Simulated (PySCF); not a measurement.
Compound: C5H7P.
Cartesian coordinates in Å at the GFN2-xTB level; atoms count from 1:
```
atom  x, y, z in Å
C1     3.083   -0.426    0.782
C2     1.986    0.245    0.615
P3     0.677    1.213    0.439
C4    -0.582   -0.066   -0.017
C5    -1.998    0.127    0.450
C6    -1.663    0.311   -0.992
H7     3.769   -0.619   -0.031
H8     3.360   -0.847    1.739
H9    -0.202   -1.080   -0.059
H10   -2.557   -0.748    0.746
H11   -2.227    1.007    1.033
H12   -1.988   -0.435   -1.702
H13   -1.664    1.317   -1.389
```

Method used: TDDFT CAM-B3LYP/def2-SVPD, vertical, gas phase, core orbitals frozen in the response (PySCF).

Kohn–Sham orbitals with the atoms that hold most of them (Löwdin shares over 4%, at most four atoms; ? is withheld):

```tsv
orbital	ε (eV)	atoms
LUMO+2	1.52	C1 27%, C2 14%, H7 8%, H8 8%
LUMO+1	0.66	C1 28%, C2 27%, P3 19%, C4 7%
LUMO	-0.03	?
HOMO	-8.05	?
HOMO-1	-8.57	P3 34%, C1 21%, C2 20%, C4 13%
HOMO-2	-10.02	C5 23%, C6 23%, P3 17%, C4 13%
HOMO-3	-10.68	C4 37%, C6 18%, C5 17%, P3 9%
```

(1) Which atoms hold the LUMO, and with what shares?

(2) Give the leading atoms of the HOMO.

(3) The HOMO–LUMO gap is 8.02 eV. Where does the response calculation put the lowest singlet, and from which orbitals?

(4) Give energy, strength and leading configuration of S3 and S5, and follow the Löwdin shares of the leading atoms from the occupied to the empty orbital.

Answers

(1) P3 (bonded to 2 C) 40%; C2 (bonded to C and P) 30%; C1 (bonded to C and 2 H) 9%; C4 (bonded to 2 C, P and H) 5%. By element: carbon 44% or more, phosphorus 40%.

(2) C2 (bonded to C and P) 36%; P3 (bonded to 2 C) 32%; C1 (bonded to C and 2 H) 9%; C4 (bonded to 2 C, P and H) 9%. By element: carbon 53% or more, phosphorus 32%.

(3) S1 is at 4.69 eV (f = 0.0043), 3.33 eV below the gap, made of HOMO-1→LUMO (54%), HOMO→LUMO+1 (42%). Its leading pair isn't HOMO and LUMO; the energies of that pair differ by 8.54 eV. Without the coupling terms of the response equations the lowest excitation would equal the gap.

(4) 
- S3 (5.29 eV, f 0.140), HOMO→LUMO (83%): C2 36% → 30%, P3 32% → 40%
- S5 (6.60 eV, f 0.982), HOMO-1→LUMO+1 (80%): P3 34% → 19%, C1 21% → 28%, C2 20% → 27%

Löwdin shares depend on the basis, the more so with diffuse functions.

One conformer stands for the species.
